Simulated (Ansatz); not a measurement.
## What a trial cell of BPt2 relaxes into

These are results of DFT r2SCAN, scalar-relativistic, plane waves, PAW in Ansatz, not measurements. Cutoff 500 eV, Γ-centred k mesh, Gaussian smearing, no spin polarisation in the final step.

This is the end of a relaxation of cell and atoms.

```
CELL_PARAMETERS angstrom
0.00000 2.68636 2.68636
2.68636 0.00000 2.68636
2.68636 2.68636 0.00000
ATOMIC_POSITIONS crystal
B 0.00000 0.00000 0.00000
Pt 0.25000 0.25000 0.25000
Pt 0.75000 0.75000 0.75000
```

Energies over the elements count from the elements' standard structures at the same level, with no empirical corrections.

Problem. What space group does it have?

Solution. Fm-3m (No. 225). Conventional cell: a = 5.373 Å. B has 8 Pt at 2.33 Å; Pt is coordinated by 4 B at 2.33 Å and 6 Pt at 2.69 Å.

Problem. How far does it lie from the elements in energy?

Solution. -0.23 eV/atom.

Problem. Is it a metal?

Solution. Yes, bands cross the Fermi level on the 14×14×14 mesh.

The final run used a 14×14×14 mesh on its 3-atom cell and 0.10 eV smearing. The k mesh leaves about 4 meV/atom of noise in metals. Spin–orbit coupling is left out. The cell came from a trial start, so BPt2 may not exist in this structure.

Cost: 3 runs of about 1 core-minutes in all, on Arm Neoverse V1 (shared hosts).